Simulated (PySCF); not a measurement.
# SiS: bond curves at several levels of theory

The task here is to estimate one member of a computed series from the others.

Program: PySCF 2.14.0. Level of theory: Si 3-21G, S 3-21G, no relativity. These are calculated values, not measurements.

Set-up of the first run:

Settings of the job:

```yaml
atoms: Si, S
charge: 0
basis: Si 3-21G, S 3-21G
Hamiltonian: no relativity
basis_functions: 26
electrons_treated: 30
masses_in_u: 27.9769, 31.9721
levels: PBE0, PBE, r²SCAN, BHandHLYP, M06, B3LYP, LC-ωPBE, HF, MP2, SCS-MP2, CCSD, CCSD(T)
grid: 80 radial by 434 angular points
occupations: held fixed by the projection of orbital angular momentum
dissociation_limit: Si + S, each in its ground configuration
starting_distance_in_angstrom: 2.100
values_of_2S_to_try: 0, 2, 4
```

Command:

```
$ OMP_NUM_THREADS=1 python dia.py task.json out
```

Among the steps run: The job; The PBE0 curve of the state that the search chose; Other states along the same grid; PBE; r²SCAN (meta-GGA); BHandHLYP; M06; B3LYP (global hybrid GGA); LC-ωPBE; RHF (mean field); Correlated methods on the Hartree–Fock reference.

One of the session's tables, all rows but one given; the rest of the session is left out.

It belongs to the step «Constants by level of theory». Differences from the measured constants:

| level | Re (mÅ) | ωe (%) |
| --- | --- | --- |
| RHF | +66 | -3.8 |
| RHF-MP2 | +125 | -16.9 |
| RHF-SCS-MP2 | +121 | -16.0 |
| RHF-CCSD | ? | ? |
| RHF-CCSD(T) | +128 | -18.3 |
| PBE | +110 | -14.5 |
| r²SCAN | +98 | -11.7 |
| B3LYP | +96 | -11.9 |
| PBE0 | +87 | -9.6 |
| M06 | +94 | -10.3 |
| BHandHLYP | +73 | -6.9 |
| LC-ωPBE | +52 | -2.0 |

Estimate the missing values for RHF-CCSD.

The run gave: Re (mÅ): +110; ωe (%): -13.6.
